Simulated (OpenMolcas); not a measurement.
# HCl (SMILES Cl) at 6 levels

Wanted: a comparison of 6 runs (HF/STO-3G, HF/3-21G, HF/def2-SVP, B3LYP/6-31G*, MP2/3-21G, CCSD/6-31G**) of HCl. 

Program for the calculation: OpenMolcas 26.06.

4 further runs of the same task are left out: 2 that didn't finish, 2 set aside as unsound or not needed.

## 1. Starting point

HCl: 2 atoms, total charge 0, spin state singlet. SMILES: `Cl`. The coordinates come from a PBE0-D4/def2-TZVP relaxation.

Bond lengths: Cl1–H2 1.279 Å.

## 2. Energy and gradient at HF/STO-3G (run 1)

Input file struct.xyz:

```xyz
2

Cl     0.546000    -0.178500     0.280800
H     -0.546000     0.178500    -0.280800
```

Input file calc.input:

```
&gateway
baslib=$CurrDir
coord=struct.xyz
basis=STO-3G
group=NoSym
&seward
&scf
thresholds=1e-10 1e-07 1e-07 1e-05
prorbitals=0
&alaska
```

The basis set STO-3G is read from a file made from the Basis Set Exchange's data (not shown).

Command:

```console
$ export MOLCAS_MEM=1860
$ pymolcas calc.input > calc.log
```

Standard output:

```text
--- Start Module: gateway ---
[...]
--- Stop Module: gateway /rc=_RC_ALL_IS_WELL_ ---
[...]
      Basis functions           10
[...]
--- Start Module: scf ---
[...]
       Convergence after   7 Iterations
[...]
::    Total SCF energy                               -455.1350621880
[...]
      Total spin, S                                     0.0000000000
[...]
      Total electronic charge=   18.000000
      Total            charge=   -0.000000
[...]
      Dipole Moment (debye):
      Origin of the operator (angstrom)=    0.5154   -0.1685    0.2651
                   X= -1.4836E+00               Y=  4.8501E-01               Z= -7.6297E-01           Total=  1.7373E+00
      Quadrupole Moment (debye*angstrom):
[...]
--- Stop Module: scf /rc=_RC_ALL_IS_WELL_ ---
[...]
--- Start Module: alaska ---
[...]
 *              Molecular gradients               *
 **************************************************
  Irreducible representation: a
 ------------------------------------------------------------------------------------------
                              X                       Y                       Z
 ------------------------------------------------------------------------------------------
  CL1              -2.55314946711787E-02    8.34683479636344E-03   -1.31304829737600E-02
  H2                2.55314946711787E-02   -8.34683479636389E-03    1.31304829737604E-02
 ------------------------------------------------------------------------------------------
--- Stop Module: alaska /rc=_RC_ALL_IS_WELL_ ---
[...]
```

Run time: 2.7 s. Hardware: 1 thread of Intel Xeon Platinum 8259CL at 2.50GHz (Skylake/Cascade Lake), shared host; peak memory 0.37 GiB.

## 3. Energy and forces at HF/3-21G (run 2)

Input file test.inp:

```
&GATEWAY
BasLib
$CurrDir
Coord
2
angstrom
Cl       0.546000      -0.178500       0.280800
H       -0.546000       0.178500      -0.280800
Basis
3-21G
Group
NoSym
&SEWARD
&SCF
Thresholds
1e-10 1e-07 1e-07 1e-05
PrOrbitals
1 2
&ALASKA
```

The basis set 3-21G is read from a file made from the Basis Set Exchange's data (not shown).

Command:

```console
$ export MOLCAS_MEM=1860
$ pymolcas test.inp > test.log
```

Standard output:

```text
--- Start Module: gateway ---
[...]
--- Stop Module: gateway /rc=_RC_ALL_IS_WELL_ ---
[...]
      Basis functions           15
[...]
--- Start Module: scf ---
[...]
       Convergence after   8 Iterations
[...]
::    Total SCF energy                               -457.8693115574
[...]
      Total spin, S                                     0.0000000000
[...]
      Total electronic charge=   18.000000
      Total            charge=   -0.000000
[...]
      Dipole Moment (debye):
      Origin of the operator (angstrom)=    0.5154   -0.1685    0.2651
                   X= -1.5803E+00               Y=  5.1665E-01               Z= -8.1275E-01           Total=  1.8507E+00
      Quadrupole Moment (debye*angstrom):
[...]
--- Stop Module: scf /rc=_RC_ALL_IS_WELL_ ---
--- Start Module: alaska ---
[...]
 *              Molecular gradients               *
 **************************************************
  Irreducible representation: a
 ------------------------------------------------------------------------------------------
                              X                       Y                       Z
 ------------------------------------------------------------------------------------------
  CL1              -7.45939234323068E-03    2.43864749682643E-03   -3.83625891937878E-03
  H2                7.45939234323068E-03   -2.43864749682665E-03    3.83625891937878E-03
 ------------------------------------------------------------------------------------------
--- Stop Module: alaska /rc=_RC_ALL_IS_WELL_ ---
[...]
```

Wall time 2.4 s (1 thread of Intel Xeon Platinum 8259CL at 2.50GHz (Skylake/Cascade Lake), shared host); peak memory 0.37 GiB.

Runs 3 to 5 aren't shown in full; the table further down has their settings and results.

## 4. A single-point energy at CCSD/6-31G(d,p) (Cartesian functions) (run 6)

Input file input.xyz:

```xyz
2

Cl     0.546000    -0.178500     0.280800
H     -0.546000     0.178500    -0.280800
```

Input file calc.input:

```
>>> EXPORT MOLCAS_PRINT=2

&gateway
  coord = input.xyz
  basis = 6-31G**
  group = NoSym

&seward

&scf
  prorbitals = 1 2

&rasscf
  fileorb = $Project.ScfOrb
  spin = 1
  nactel = 0 0 0
  inactive = 9
  ras2 = 0
  outorbitals = Canonical
  orblisting = Nothing

&motra
  jobiph
  frozen = 5

&ccsdt
  ccsd
  iterations = 50
  extrapolation = 5 4
```

Command:

```console
$ export MOLCAS_MEM=1860
$ pymolcas calc.input > calc.log
```

Standard output:

```text
--- Start Module: gateway ---
[...]
--- Stop Module: gateway /rc=_RC_ALL_IS_WELL_ ---
[...]
      Basis functions           24
[...]
       Convergence after   8 Iterations
[...]
::    Total SCF energy                               -460.0660999926
[...]
      Total spin, S                                     0.0000000000
[...]
      Number of active orbitals                  0
[...]
      Spin quantum number                      0.0
[...]
      Active orbitals                            0
[...]
      Number of CSFs                             1
[...]
      Number of root(s) required                 1
[...]
      Convergence after  4 iterations
[...]
      Natural orbitals and occupation numbers for root  1
      ************************************************************************************************************************
      *                                                    Final results                                                     *
      ************************************************************************************************************************
[...]
::    RASSCF root number  1 Total energy:   -460.06609999
[...]
      Total electronic charge=   18.000000
      Total            charge=   -0.000000
[...]
      Dipole Moment (debye):
      Origin of the operator (angstrom)=    0.5154   -0.1685    0.2651
                   X= -1.2664E+00               Y=  4.1402E-01               Z= -6.5129E-01           Total=  1.4830E+00
      Quadrupole Moment (debye*angstrom):
[...]
--- Start Module: motra ---
[...]
      *** WARNING: Default frozen orbitals is overwritten by user input.
      *** Default values:   5
[...]
--- Stop Module: motra /rc=_RC_ALL_IS_WELL_ ---
--- Start Module: ccsdt ---
[...]
      Convergence after                     9  Iterations
      Total energy (diff) :    -460.22191153      -0.00000004
[...]
--- Stop Module: ccsdt /rc=_RC_ALL_IS_WELL_ ---
[...]
```

It took 3.3 s on 1 thread of Intel Xeon Platinum 8259CL at 2.50GHz (Skylake/Cascade Lake), shared host; peak memory 0.37 GiB.

## 5. All runs side by side

| run | level | integration grid | task | energy (Eh) | dipole moment (D) of the reference | HOMO energy (eV) | LUMO energy (eV) | wall time |
| --- | --- | --- | --- | --- | --- | --- | --- | --- |
| 1 | HF/STO-3G | – | gradient | -455.135062 | 1.74 | -11.51 | 10.92 | 2.7 s |
| 2 | HF/3-21G | – | gradient | -457.869312 | 1.85 | -13.04 | 4.67 | 2.4 s |
| 3 | HF/def2-SVP | – | gradient | -459.938259 | 1.41 | -12.65 | 4.41 | 2.9 s |
| 4 | B3LYP/6-31G* (spherical functions) | UltraFine | gradient | -460.792206 | 1.46 | -9.02 | 0.38 | 6.9 s |
| 5 | MP2/3-21G | – | energy | -457.921402 | 1.85 | -13.04 | 4.67 | 3.6 s |
| 6 | CCSD/6-31G** (Cartesian functions) | – | energy | -460.221912 | 1.48 | -12.93 | 4.57 | 3.3 s |

## 6. Results

| quantity | value |
| --- | --- |
| run 6: total energy | -460.22191 Eh |
| run 6: dipole moment (mean-field density) | 1.48 D |
| run 6: HOMO energy (Hartree–Fock orbitals) | -12.93 eV |
| run 6: LUMO energy (Hartree–Fock orbitals) | 4.57 eV |
| run 6: HOMO–LUMO gap (Hartree–Fock orbitals) | 17.49 eV |
| run 6: correlation energy (5 core orbitals frozen) | -155.8 mEh |

In words: Over runs 1, 2, 3, 4 the dipole moment (its size) runs from 1.41 D (HF/def2-SVP) to 1.85 D (HF/3-21G). Over runs 1, 2, 3, 4 the HOMO–LUMO gap runs from 9.40 eV (B3LYP/6-31G*) to 22.43 eV (HF/STO-3G). The two ends differ in method and basis. In run 1 the basis is minimal, so the values are rough. All runs together took 22 s, the longest 6.9 s.
